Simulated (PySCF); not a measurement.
## Working out the ionisation energy of F

F [He] 2s2 2p5 (2P) → F⁺ [He] 2s2 2p4 (3P). All numbers are calculated (PySCF 2.14, the spin-free X2C one-electron Hamiltonian (Gaussian nucleus), in x2c-TZVPPall with one added diffuse shell each of s, p, d type (6s4p3d1f, 40 functions)). Frozen: nothing. Energies in hartree (1 hartree = 27.21139 eV):

| part | F (lower) | F⁺ (upper) |
| --- | --- | --- |
| UHF | -99.499168 | -98.924228 |
| CCSD correlation | -0.230912 | -0.176022 |
| (T) | -0.003914 | -0.002038 |

Question: What does Hartree-Fock give?

Answer: (-98.924228) − (-99.499168) = 0.574940 hartree = 15.645 eV.

Question: What do CCSD and CCSD(T) give?

Answer: The CCSD correlation energies differ by 0.054890 hartree = 1.494 eV and the triples by 0.001876 hartree = 0.051 eV, so CCSD gives 17.139 eV and CCSD(T) 17.190 eV.

Measured between the centres of the two terms (NIST): 17.427 eV, so CCSD(T) (valence and next inner shell) is off by -0.237 eV.

What remains against the reference includes basis incompleteness and higher excitations.
